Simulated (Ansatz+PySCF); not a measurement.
**Stretching singlet H2O**

| atom | x (Å) | y (Å) | z (Å) |
| --- | --- | --- | --- |
| O | 0.0000 | 0.0000 | -0.1197 |
| H | 0.0000 | 0.6788 | 0.4188 |
| H | 0.0000 | -0.7542 | 0.4787 |

Atom 2 moves along the O1–H2 line while the others stay.

Basis set: 6-31G (spherical functions). Left uncorrelated: 1 orbital. Charge 0, multiplicity 1.

Computed with Ansatz (development build ahead of 0.2.0) and PySCF 2.14.0, each point on the determinant that the search for low states chose. Each curve is measured from its own lowest point listed.

```csv
r(O1–H2) (Å),UHF-CCSD(T) (eV),full CI (lowest root of this spin) (eV),PBE0 (unrestricted) (eV)
0.866,0.389,0.391,0.348
1.011,0.000,0.000,0.000
1.107,0.251,0.250,0.285
1.155,0.447,0.445,0.501
1.251,0.906,0.902,1.010
1.348,1.396,1.388,1.564
1.444,1.884,1.862,2.123
1.540,2.332,2.301,2.666
1.637,2.727,2.692,3.178
1.685,2.903,2.868,3.395
1.781,3.217,3.180,3.740
1.877,3.483,3.440,3.993
1.974,3.707,3.651,4.181
2.070,3.891,3.818,4.320
2.166,4.036,3.949,4.425
2.214,4.093,4.002,4.466
2.310,4.180,4.090,4.534
2.407,4.238,4.155,4.585
```

Question: Give the RHF curve at the same distances.

Answer:

```
r (Å)  E (eV)
0.866   0.195
1.011   0.000
1.107   0.385
1.155   0.650
1.251   1.255
1.348   1.905
1.444   2.559
1.540   3.198
1.637   3.811
1.685   4.106
1.781   4.672
1.877   5.203
1.974   5.700
2.070   6.161
2.166   6.589
2.214   6.791
2.310   7.171
2.407   7.522
```

Question: Where does unrestricted Hartree–Fock leave the restricted solution?

Answer: Between 1.300 and 1.348 Å; <S²> reaches 0.98 at 2.41 Å.

Caution for RHF at some points: an unrestricted determinant lies well below. Caution for UHF-CCSD(T) at some points: bonds are stretched, where a single reference can fail; a plain start can end on a higher determinant; large amplitudes, a single reference is doubtful; another reference gives a lower total. Caution for UHF-CCSD(T) at some points, PBE0 (unrestricted) at some points: the unrestricted determinant is a mixture of spin states. Caution for PBE0 (unrestricted) at some points: charge can spread falsely over distant fragments.
